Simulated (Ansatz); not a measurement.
# Structure relaxation of Cd₂As

The calculation used DFT PBE, scalar-relativistic, plane waves, PAW in Ansatz 0.2.0. Cutoff 420 eV, Γ-centred k mesh, Gaussian smearing, no spin polarisation in the final step.

Cd₂As was placed on the anti-fluorite structure type (Fm-3m, No. 225), with As in place of Ca, Cd in place of F, at a guessed volume.

```xyz
3
Lattice="0.0000 3.2248 3.2248 3.2248 0.0000 3.2248 3.2248 3.2248 0.0000" Properties=species:S:1:pos:R:3 pbc="T T T"
Cd    1.6124    1.6124    1.6124
Cd    4.8372    4.8372    4.8372
As    0.0000    0.0000    0.0000
```

Cell and atoms relax at zero pressure; the relaxation can't lower the symmetry of the start. After a coarse first stage the cell is made exact in the group found at 0.06 Å.

Formation energies are uncorrected and refer to the elements' standard structures at the same level.

(1) Describe the relaxed structure.

(2) What are its volume, energy, density and gap?

Answers

(1) It keeps Fm-3m (No. 225). The result has the fluorite structure. Conventional cell: a = 6.740 Å. Around Cd lie 4 As at 2.92 Å and 6 Cd at 3.37 Å; As is coordinated by 8 Cd at 2.92 Å.

```cif
data_structure
_symmetry_space_group_name_H-M 'Fm-3m'
_symmetry_Int_Tables_number 225
_cell_length_a 6.7403
_cell_length_b 6.7403
_cell_length_c 6.7403
_cell_angle_alpha 90.000
_cell_angle_beta 90.000
_cell_angle_gamma 90.000
_cell_volume 306.23
loop_
_atom_site_label
_atom_site_type_symbol
_atom_site_symmetry_multiplicity
_atom_site_Wyckoff_symbol
_atom_site_fract_x
_atom_site_fract_y
_atom_site_fract_z
_atom_site_occupancy
Cd1 Cd 8 c 0.25000 0.75000 0.75000 1
As1 As 4 a 0.00000 0.00000 0.00000 1
```

(2) The volume per atom is 25.52 Å³, the density is 6.50 g/cm³ and the energy over the elements is 0.04 eV/atom. The gap on the 12×12×12 mesh is 0 eV (a metal).

The final run used a 12×12×12 mesh on its 3-atom cell and 0.10 eV smearing. The k mesh leaves about 4 meV/atom of noise in metals. A structure relaxed within its symmetry needn't be a true minimum. The steps took about 60 core-seconds in all.

Cost: 3 runs of about 0.97 core-minutes in all, on Intel Xeon Processor @ 2.50GHz (Skylake/Cascade Lake) (shared hosts).